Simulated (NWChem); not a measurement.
**Li₂**

```xyz
2

Li     0.0000     0.0000     1.3936
Li     0.0000     0.0000    -1.3936
```
Charge 0, spin multiplicity 1.

Everything below was run with NWChem. All single points use one geometry, from PBE0/def2-SVP, a minimum by its harmonic frequencies.

Symmetry labels belong to the abelian group D2h used in the runs, with the axes of the coordinates shown; states degenerate in a higher group split over its labels.

The structure started from a generated list of species.

Problem. List the lowest 3 singlet excitations that TDA-PBE0/def2-SVPD gives, with oscillator strengths.

Solution. 
```tsv
state	symmetry	energy (eV)	wavelength (nm)	f
1	b1u	2.03	611	0.641
2	b2u	2.68	463	0.720
3	b3u	2.68	463	0.720
```
